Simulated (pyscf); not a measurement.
`[OH][SiH]([F])[F]` → `[F][Si][F]` [singlet] + `[OH2]`, a 1,1-elimination (singlet surface; O–Si, H–Si broken, H–O formed). Structures and frequencies: ωB97X-D3(BJ)/def2-SVP in PySCF. MP2 and CC: frozen core, UHF for open shells. ΔMP2 is the change of the MP2 total energy from the triple- to the quadruple-zeta basis. Energies in eV from the reactant's lowest minimum found.

Small-basis levels: PySCF, no dispersion term, spherical d functions. 

Q: Quick B3LYP/LANL2DZ single points give ΔE‡ = 3.00 eV and ΔE = +1.98 eV. What does CCSD(T)/def2-TZVPP + ΔMP2(QZVPP) give, and how far is the quick result from it?

A: CCSD(T)/def2-TZVPP + ΔMP2(QZVPP) gives ΔE‡ = 3.68 eV and ΔE = +2.72 eV. B3LYP/LANL2DZ lies 0.68 eV under it in the barrier and 0.74 eV under it in the reaction energy, so on this step it does not hold to within 0.13 eV. CCSD(T)/def2-TZVPP + ΔMP2(QZVPP) has limits of its own. On the product side the descent ends in an adduct with a O–Si contact (not fully relaxed), 0.53 eV under the separated species and 1.38 eV under the saddle at ωB97X-D3(BJ)/def2-TZVP. What is counted as broken (O–Si) persists as a longer contact in the product adduct; parting that adduct is a step of its own. One saddle was located; it need not be the lowest between these sides. The CCSD(T) − MP2 part came from Ansatz, without density fitting, on the same reference.
